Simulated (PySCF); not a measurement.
[S5]2- (charge -2). The calculation used PBE0-D3(BJ)/def2-SVP geometry optimisation, gas phase (PySCF).

```
atom  x, y, z in Å
S1     1.0910   -2.0042    2.2988
S2     0.6276   -1.6768    0.3158
S3    -0.9861   -0.3097    0.0077
S4    -0.4595    1.7359   -0.3174
S5    -0.2730    2.2548   -2.3049
```

Which two atoms are farthest apart?

S1···S5, 6.42 Å; the next longest distance is 4.82 Å.

What is the repulsion energy of the bare nuclei, Σ ZA·ZB/RAB?

449.59 Eh over 10 pairs, with full nuclear charges and distances in bohr; the largest single term is 65.68 Eh (S4 with S5, or a pair equal to it).

How far apart are these pairs, which share no bond: S1···S3, S2···S4, S3···S5?

S1···S3 3.526 Å (2 bonds apart); S2···S4 3.637 Å (2 bonds apart); S3···S5 3.526 Å (2 bonds apart).

Where is the centre of mass (commonest isotopes), and what is the radius of gyration?

Mass 159.860 u; centre at (0.000, 0.000, 0.000) Å; Rg = √(Σ m r²/M) = 2.394 Å. As Ia + Ib + Ic = 2 Σ m r², the three principal moments sum to 1832.7 u·Å².

Give the dihedral angles S1–S2–S3–S4, S2–S3–S4–S5.

S1–S2–S3–S4 94° (anticlinal); S2–S3–S4–S5 93° (anticlinal). Dihedral signs follow IUPAC: positive where, seen along the central bond, the front bond turns clockwise onto the rear one.

Write the matrix of distances between heavy atoms (Å, lower triangle).

```
S1    0.000
S2    2.063  0.000
S3    3.526  2.137  0.000
S4    4.820  3.637  2.137  0.000
S5    6.418  4.810  3.526  2.063  0.000
```

The point group is C2 within 0.08 Å; differences among equivalent distances and angles are scatter left by the optimiser. Stationary, but not proved a minimum. Whether so highly charged an anion holds all its electrons in the gas phase wasn't checked; a finite basis holds them in any case. The ion is multiply charged and computed without counter-ions or solvent.

The run took 13 s on one thread of an x86-64 server, shared host. That covers the optimisation of the geometry.

One conformer stands for the species.
